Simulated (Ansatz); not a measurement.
**LiPH₂ (triplet): CAM-B3LYP, wB97M-V over a scan of the distance P1–H4, 6-31G**

How well do these functionals follow the top wave-function level for LiPH₂ (triplet) over a scan of the distance P1–H4?

Computed with Ansatz 0.2.0, Gaussian basis. Level: 6-31G, all electrons in the functionals.

To be run: CAM-B3LYP, wB97M-V, at 1.110 Å; 1.308 Å; 1.420 Å; 1.525 Å; 1.727 Å; 2.000 Å; 2.235 Å; 2.578 Å; 3.055 Å; 3.798 Å; 4.883 Å.

44 further runs of the same task are left out: 23 for a known fault of the program, 18 that didn't finish, 3 set aside as unsound or not needed.

## 1. The system

The geometry derives from a PBE0/def2-TZVP stationary point (not a proven minimum). One bond is set to the value named and the two fragments are kept rigid.

4 atoms, charge 0, spin multiplicity 3.

Atoms are counted from 1 here; the program's logs count them from 0.

Bond lengths: P1–H3 1.430 Å, P1–H4 1.420 Å. Angles: H3–P1–H4 93.2°.

Coordinates:

```xyz
4

P     0.00000    0.02732    0.48896
Li    0.00000   -0.00111   -2.57745
H     0.00000    0.50430    1.83688
H     0.00000   -1.33605    0.88675
```

No dispersion term is added; wB97M-V holds VV10 nonlocal correlation.

The geometry shown and the zero of energy belong to the point 1.420 Å. The yardstick, FCI, and other wave-function levels (R restricted, U unrestricted, valence and pair active spaces) come from earlier runs.

## 2. CAM-B3LYP, 1.110 Å

in.yaml reads:

```yaml
crystal:
  periodic: [false, false, false]
  atoms:
    - {symbol: P, position_ang: [0.000000, 0.019799, 0.491149]}
    - {symbol: Li, position_ang: [0.000000, -0.008630, -2.575255]}
    - {symbol: H, position_ang: [0.000000, 0.496780, 1.839075]}
    - {symbol: H, position_ang: [0.000000, -1.045770, 0.802055]}
basis:
  gaussian: {orbitals: 6-31G}
magnetization: {spin_polarized: true, initial_magnetization: 2}
hamiltonian: {xc: {name: CAM-B3LYP}}
```

Command:

```
ansatz run in.yaml --threads 1 --pin off --events-out ev --progress --plain --max-ram 2393MiB
```

Further steps of the session: CAM-B3LYP, 1.308 Å; CAM-B3LYP, 1.420 Å; CAM-B3LYP, 1.525 Å; CAM-B3LYP, 1.727 Å; CAM-B3LYP, 2.000 Å; CAM-B3LYP, 2.235 Å; CAM-B3LYP, 2.578 Å; CAM-B3LYP, 3.055 Å; CAM-B3LYP, 3.798 Å; CAM-B3LYP, 4.883 Å; wB97M-V, 1.110 Å; wB97M-V, 1.308 Å; wB97M-V, 1.420 Å; wB97M-V, 1.525 Å; wB97M-V, 1.727 Å; wB97M-V, 2.000 Å; wB97M-V, 2.235 Å; wB97M-V, 2.578 Å; wB97M-V, 3.055 Å; wB97M-V, 3.798 Å; wB97M-V, 4.883 Å.

Q: Predict the results of all the runs planned. Wanted: span of the FCI curve; largest miss, CAM-B3LYP; largest miss, wB97M-V.

**Answer**, as computed:

```
               quantity                   value
  span of the FCI curve            232.4 kJ/mol
largest miss, CAM-B3LYP  +40.1 kJ/mol (2.235 Å)
  largest miss, wB97M-V  +37.8 kJ/mol (2.235 Å)
```

In words: Of the functionals, wB97M-V keep the smallest largest miss at the points compared (at most 37.8 kJ/mol) and CAM-B3LYP strays most (40.1 kJ/mol, at 2.235 Å). Functionals and the yardstick converge differently with the basis, so part of each miss in 6-31G is the basis.
